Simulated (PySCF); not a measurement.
Compound: C4H8O.
Structure used (PBE0-D3(BJ)/def2-SVP), in Å, numbered top down from 1:
```
atom  x, y, z in Å
C1    -0.9168    0.4046   -0.3778
C2     0.4242    0.9775    0.0669
C3     1.3136   -0.2594   -0.0010
O4     0.4781   -1.3645    0.2773
C5    -0.8782   -0.9713    0.2748
H6    -0.9440    0.3078   -1.4757
H7    -1.7837    1.0066   -0.0696
H8     0.3558    1.3482    1.1027
H9     0.7858    1.8028   -0.5633
H10    2.1426   -0.2333    0.7260
H11    1.7592   -0.3703   -1.0089
H12   -1.4740   -1.7255   -0.2647
H13   -1.2624   -0.9234    1.3135
```

Theory: core-valence-separated Tamm–Dancoff BHandHLYP/aug-pcX-1 (pcseg-1 on H) in PySCF, non-relativistic, gas phase, PBE0-D3(BJ)/def2-SVP geometry. No empirical shift is added; at this level the pattern usually sits a few eV under experiment.

Q: List the oxygen K-edge absorption lines.

A: 
| E (eV) | f | core hole on | main final orbital |
| --- | --- | --- | --- |
| 533.63 | 0.0013 | O4 | LUMO+5 (37 %) |
| 533.99 | 0.0333 | O4 | LUMO+1/LUMO+3 (2 roots, f summed) |
| 534.20 | 0.0012 | O4 | LUMO+2 (79 %) |
| 534.33 | 0.0036 | O4 | LUMO (54 %) |
| 534.79 | 0.0213 | O4 | LUMO+4 (31 %) |
| 535.21 | 0.0066 | O4 | LUMO+4 (50 %) |

The first line with a tenth or more of the strongest one's intensity is at 533.99 eV (f = 0.033, sum of 2), with the hole on O4 (cyclic ether oxygen). It is also the strongest listed.

Q: List the carbon K-edge absorption lines.

A: 
```
E (eV)       f  core hole on          main final orbital
285.57  0.0291         C1/C2    LUMO (2 roots, f summed)
285.96  0.0537         C1/C2  LUMO+2 (2 roots, f summed)
286.69  0.0070         C1/C2  LUMO+1 (2 roots, f summed)
286.77  0.0450         C3/C5  spread (2 roots, f summed)
287.02  0.0029         C1/C2  LUMO+3 (2 roots, f summed)
287.22  0.0598         C3/C5  LUMO+2 (2 roots, f summed)
287.42  0.0596         C3/C5  LUMO+5 (2 roots, f summed)
287.54  0.0083         C1/C2               LUMO+5 (61 %)
287.57  0.0037         C1/C2               LUMO+5 (52 %)
287.68  0.0069         C1/C2                      spread
287.72  0.0061         C1/C2                      spread
```

The first line with a tenth or more of the strongest one's intensity is at 285.57 eV (f = 0.029, sum of 2), with the hole on C1/C2 (ring CH2 carbon). The strongest listed is at 287.22 eV (f = 0.060, sum of 2; C3/C5).

Roots within 0.03 eV whose holes lie on the same, on equivalent or on shared atoms are summed into one line, and the highest roots are left out, as the search may have cut off their partners. Final orbitals are the ground state's empty Kohn–Sham orbitals.

Q: What length of transition dipole belongs to the line at 534.79 eV?

A: From f = (2/3) ΔE |μ|² in atomic units, with ΔE = 19.653 Eh and f = 0.0213: |μ| = 0.040 au = 0.10 D.

Only the lowest roots of each edge were sought.

One conformer stands for the species.
